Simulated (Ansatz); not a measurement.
bcc Na, treated with LDA (Ansatz, a quantum-chemistry and plane-wave program, PAW).

Output (set-up and result lines):

```
WARN output.stress: scf.convergence.dr2_threshold = 1e-9 eV is looser than the 1e-10 eV advised for a printed stress (1e-10 eV for each atom of the cell: 1)
Crystal: 1 atoms, lattice volume = 33.953 Å³
Basis set: ecut = 520 eV, 935 PW (Γ), exchange–correlation on 54×54×54 points (8 copies of the dense FFT grid, shifted against one another)
Bands: 9, of which v1, the nominal top of the filled ones, is band 5 counted from 1 (4 counted from 0)
Symmetry: 48 space group operations
Space group: Im-3m (ITA 229), of the structure as read, at distance tolerance 3.2e-5 Å
k-points: 195 of 5832
Functional: x = slater, c = lda
SCF iter   1: F=—  HF=-1466.613502 eV  |F-HF|=—  |Δ(HF+E_count)|=         —  Δρ=5.62e-3  dr2=4.33e-3
SCF iter   2: F=—  HF=-1466.609918 eV  |F-HF|=—  |Δ(HF+E_count)|=   3.58e-3  Δρ=1.53e-3  dr2=3.70e-4
  ...
SCF iter   6: F=—  HF=-1466.609811 eV  |F-HF|=—  |Δ(HF+E_count)|=   6.60e-9  Δρ=2.40e-6  dr2=3.04e-9
SCF iter   7: F=-1466.609811 eV  HF=-1466.609811 eV  |F-HF|=1.93e-11  |Δ(HF+E_count)|=  1.80e-11  Δρ=3.69e-7  dr2=7.71e-11
SCF 1 converged in 7 iterations: F = -1466.609811 eV  dr2 = 7.71e-11
SCF converged after 7 iterations
Free energy (F): -1466.609811 eV
Internal energy: -1466.606255 eV  (E = F + TS)
E sigma→0 (E₀):  -1466.608033 eV
Fermi energy:    1.952229 eV
--- Stress (GPa, compression-positive) ---
       -0.175201       0.000000       0.000000
        0.000000      -0.175201      -0.000000
        0.000000       0.000000      -0.175201
  P = ⅓ Tr σ = -0.1752 GPa (-1.752 kbar)
```

Q: Write an input file that could have produced this run (the log leaves some choices open).

A: One answer among several that fit: 
Ansatz 0.2 input:
```yaml
crystal:
  lattice:
    - [-2.0398866958, 2.0398866958, 2.0398866958]
    - [2.0398866958, -2.0398866958, 2.0398866958]
    - [2.0398866958, 2.0398866958, -2.0398866958]
  atoms:
    - { symbol: Na, position: [0.0, 0.0, 0.0] }
basis:
  ecutwfc: 520
  ecutrho_ratio: 4
  xc_grid: 2
kpoints:
  mp_grid: { grid: [18, 18, 18] }
hamiltonian:
  xc: lda
  dispersion: none
  pseudopotentials: { kind: paw }
scf:
  occupations: { method: fermi_dirac, width: 0.05 }
  convergence: { dr2_threshold: 0.000000001 }
output:
  forces: false
  stress: true
  eigenvalues: true
```

The cell is one volume of an energy–volume scan, off the minimum.

The PAW data were made under PBE.

The result took roughly 3 core-seconds.
